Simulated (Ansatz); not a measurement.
Species: SiH4, net charge -1, doublet state. 
Geometry from a B3LYP-D3(BJ)/def2-TZVP (Ansatz, an electronic-structure program) optimisation:
```
Si
H 1 1.5191
H 1 1.5191 2 104.08
H 1 1.6296 2 94.09 3 95.26
H 1 1.6296 2 94.09 4 169.48
```
Charge -1, spin multiplicity 2.

Basis-set convergence of Hartree-Fock and MP2 correlation energies (hartree) with Ansatz. Cores are frozen in the correlated levels unless marked. UHF or UKS for open shells. Spin-orbit coupling is left out. Non-relativistic. This anion needs diffuse functions, which these sets lack.

| basis | functions | E(HF) | E(corr, MP2) |
|---|---|---|---|
| cc-pV(D+d)Z | 43 | -291.15941 | -0.12693 |
| cc-pV(T+d)Z | 95 | -291.17730 | -0.15952 |
| cc-pV(Q+d)Z | 184 | ___ | ___ |

Problem. What belongs in the gaps?

Solution. 
- cc-pV(Q+d)Z, E(HF): -291.18349
- cc-pV(Q+d)Z, E(corr, MP2): -0.17137
